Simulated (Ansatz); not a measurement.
## Other spins and charges of HGe–N–N, doublet at one geometry

Geometry (PBE0/def2-TZVP stationary point for this spin, not checked as a minimum):

```xyz
4

Ge    0.0000   -0.0314    0.7202
N     0.0000    0.0753   -1.3406
N     0.0000   -0.0244   -2.4388
H     0.0000    1.5572    0.6162
```

Basis cc-pVDZ; Ansatz 0.2.0. Only valence electrons are correlated (noble-gas cores and the filled d shells of p-block atoms frozen). R marks a restricted (for open shells ROHF) determinant, U an unrestricted one. No spin–orbit coupling is included, and no scalar relativity.

Gaps are energies of the second state less the first, at fixed atoms, for a selection of the levels run; each method lands on the state that its own search finds for that charge and spin.

A value is left out where its run failed or describes another state than the reference as far as symmetry and spin tell, or, spin-broken singlets apart, can't be checked.

Quartet less doublet: 3.888 eV at UCCSDT(Q).

```csv
level,gap (eV),error (meV)
UHF,3.353,-535
UMP2,3.834,-54
UCCSD,3.873,-15
BCCD(T),3.905,17
UCCSDT,3.886,-2
PBE,3.895,7
B3LYP,4.086,198
wB97M-V,4.152,264
B2PLYP,4.068,180
RPA-PBE,3.932,44
```

PBE gives 9.593 eV for removing an electron, to the triplet. Estimate what UCCSDT(Q) gives in cc-pVDZ.

UCCSDT(Q) in cc-pVDZ gives 9.106 eV, so against it PBE is off by 0.487 eV.

| level | gap (eV) | error (meV) |
| --- | --- | --- |
| UHF | 8.329 | -777 |
| UMP2 | 9.038 | -68 |
| UCCSD | 9.077 | -29 |
| UCCSD(T) | 9.103 | -3 |
| BCCD(T) | 9.112 | 6 |
| UCCSDT | 9.102 | -4 |
| r2SCAN | 9.581 | 475 |
| PBE0 | 9.539 | 433 |
| B3LYP | 9.693 | 587 |
| wB97M-V | 9.489 | 383 |
| B2PLYP | 9.404 | 298 |
| RPA-PBE | 9.355 | 249 |

Removing an electron, to the singlet: 7.104 eV at UCCSDT(Q).

| level | gap (eV) | error (meV) |
| --- | --- | --- |
| UHF | 6.870 | -234 |
| UMP2 | 6.970 | -134 |
| UCCSD | 7.076 | -28 |
| UCCSD(T) | 7.092 | -12 |
| UCCSDT | 7.101 | -3 |
| PBE | 7.641 | 537 |
| r2SCAN | 7.826 | 722 |
| PBE0 | 7.616 | 512 |
| B2PLYP | 7.333 | 229 |
| RPA-PBE | 7.223 | 119 |

In so small a basis the reference is far from its limit while semilocal and hybrid functionals are nearer theirs (RPA and double hybrids share much of the reference's basis error), so the functionals' errors here hold much of the reference's basis and frozen-core error, which can add to them or hide them.

Full CI isn't at hand for all of this; UCCSDT(Q) serves as the reference, and is uncertain by about the last step of the cluster series. The frozen core follows each run's orbitals, which can shift R against U totals by a few meV for light atoms and by up to 0.1 eV past Ca.
